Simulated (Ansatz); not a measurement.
# CHB (singlet): the correlation ladder at distance B1–H3 = 1.177 Å, 6-31G

The task here is to estimate one member of a computed series from the others.

Computed with Ansatz 0.2.0, Gaussian basis. Level: 6-31G, core rule «outside noble gas», up to 2 orbitals frozen.

To be run: UHF; CCSD(T) on RHF; CCSD(T) on UHF; BCCD(T) on RHF; CISD; CCSDT(Q) on RHF; CCSDT(Q) on UHF; CISDTQ; CCSDTQ on RHF; CCSDTQ on UHF; CASSCF and MRCISD+Q, 2 electrons in 2 orbitals; CASSCF and NEVPT2, 2 electrons in 2 orbitals; CASSCF and MRCISD+Q, 8 electrons in 9 orbitals; CASSCF and NEVPT2, 8 electrons in 9 orbitals; Full CI; Full CI in the symmetry of the determinant.

18 further runs of the same task are left out: 3 for a known fault of the program, 11 that didn't finish, 4 set aside as unsound or not needed.

## The system

The geometry derives from a PBE0/def2-TZVP stationary point (not a proven minimum). One bond is set to the value named and the two fragments are kept rigid.

3 atoms, charge 0, spin multiplicity 1.

Atoms are counted from 1 here; the program's logs count them from 0.

Bond lengths: B1–C2 1.464 Å, B1–H3 1.177 Å. Angles: C2–B1–H3 180.0°.

The first run:

in.yaml reads:

```yaml
crystal:
  periodic: [false, false, false]
  atoms:
    - {symbol: B, position_ang: [0.000000, 0.000000, 0.095674]}
    - {symbol: C, position_ang: [0.000000, 0.000000, -1.368483]}
    - {symbol: H, position_ang: [0.000000, 0.000000, 1.272810]}
basis:
  gaussian: {orbitals: 6-31G}
magnetization: {spin_polarized: true, initial_magnetization: 0}
hamiltonian: {xc: hf}
output: {orbitals: {seedname: orbitals}}
```

On the command line:

```console
ansatz run in.yaml --threads 1 --pin off --events-out ev --progress --plain --max-ram 2393MiB
```

Steps of the session up to this table: UHF; CCSD(T) on RHF; CCSD(T) on UHF; BCCD(T) on RHF; CISD; CCSDT(Q) on RHF; CCSDT(Q) on UHF; CISDTQ; CCSDTQ on RHF; CCSDTQ on UHF; CASSCF and MRCISD+Q, 2 electrons in 2 orbitals; CASSCF and NEVPT2, 2 electrons in 2 orbitals; CASSCF and MRCISD+Q, 8 electrons in 9 orbitals; CASSCF and NEVPT2, 8 electrons in 9 orbitals; Full CI; Full CI in the symmetry of the determinant.

One table of the session follows, with a row left open; its other results are not shown here.

| method | from FCI (meV) |
| --- | --- |
| RHF | ? |
| RMP2 | +1055.2 |
| CISD | +461.4 |
| RCCSD | +217.0 |
| RCCSD(T) | +100.4 |
| BCCD(T) | +102.0 |
| RCCSDT | +58.8 |
| CISDTQ | +46.2 |
| RCCSDT(Q) | +26.4 |
| RCCSDTQ | +3.1 |
| CASSCF valence | +1045.0 |
| NEVPT2 valence | +290.4 |
| MRCISD valence | +24.1 |
| MRCISD+Q valence | +3.3 |
| FCI | 0 |

**Question.** Estimate the row for RHF.

As computed: from FCI (meV): +3970.2. In the column «from FCI (meV)» it is the highest.

Not comparable, so not listed: CASSCF and MRCISD+Q, 2 electrons in 2 orbitals (they don't share determinant, frozen orbitals or solution with the rows shown, or repeat one).

Limits of these values: The report flags that the cluster equations may have other roots. Left out of the table: CASSCF pair, NEVPT2 pair (the active space lost an orbital or holds another state than full CI finds). Left out of the table: UHF, UMP2, UCCSD, UCCSD(T), UCCSDT, UCCSDT(Q), UCCSDTQ (another determinant or state than the rows shown). The program flags RCCSDTQ as in doubt, so those rows may rest on another solution; read them beside their warnings. Warnings in the runs' records: passed over end.
